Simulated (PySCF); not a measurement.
# Constants of BN⁺, step by step

State: ⁴Σ⁻, quartet, unpaired electrons σ ↑, π ↑↑. De refers to B⁺ + N. ROHF-based CCSD(T) in PySCF 2.14 with B cc-pVTZ, N cc-pVTZ and B cc-pVQZ, N cc-pVQZ (frozen core orbitals: 2; no relativity). Correlation energies are extrapolated as n⁻³ (n = 3, 4), Hartree–Fock as (n+1)·exp(−9√n). CV is the change on freezing 0 orbitals instead, in B cc-pwCVTZ, N cc-pwCVTZ. SR is the spin-free X2C energy in B cc-pVTZ-DK, N cc-pVTZ-DK less the non-relativistic one in B cc-pVTZ, N cc-pVTZ.

| Level | Re (Å) | ωe (cm⁻¹) | ωexe (cm⁻¹) | αe (cm⁻¹) | De (eV) |
| --- | --- | --- | --- | --- | --- |
| CCSD(T)/TZ | 1.4633 | 1023.0 | 25.2 | 0.0290 | 1.235 |
| CCSD(T)/QZ | 1.4543 | 1049.6 | 24.1 | 0.0280 | 1.324 |
| HF/CBS | 1.4013 | 1304.4 | 16.7 | 0.0196 | 0.821 |
| MP2/CBS | 1.4257 | 1218 | n/a | n/a | 1.661 |
| CCSD/CBS | 1.4376 | 1117.7 | 24.8 | 0.0267 | 1.212 |
| CCSD(T)/CBS | 1.4496 | 1067.2 | 23.5 | 0.0273 | 1.375 |
| CCSD(T)/CBS+CV | 1.4448 | 1079.8 | 23.2 | 0.0271 | 1.411 |
| CCSD(T)/CBS+CV+SR | 1.4449 | 1078.0 | 23.3 | 0.0271 | 1.407 |

Problem. How much is left between CCSD(T)/QZ and the basis-set limit, and how much do the triples give at the limit?

Solution. CCSD(T)/CBS less CCSD(T)/QZ: -4.7 mÅ in Re, +17.6 cm⁻¹ in ωe and +0.051 eV in De. CCSD(T)/CBS less CCSD/CBS: +12.0 mÅ in Re, -50.5 cm⁻¹ in ωe and +0.163 eV in De.

Problem. What do the later terms add?

Solution. CV: -4.8 mÅ in Re, +12.6 cm⁻¹ in ωe and +0.036 eV in De; SR: +0.1 mÅ in Re, -1.8 cm⁻¹ in ωe and -0.004 eV in De, each against the row above.

The T1 diagnostic is 0.036, large enough to doubt a single reference. The state was picked by a PBE0 search and need not be the measured ground state. Spin–orbit coupling, excitations beyond (T) and corrections to the Born–Oppenheimer picture are left out.

The whole job (state search and all basis sets along the bond) took about 7.3 min on 4 threads of Arm Neoverse V2 (shared host), peak memory 8 GiB.
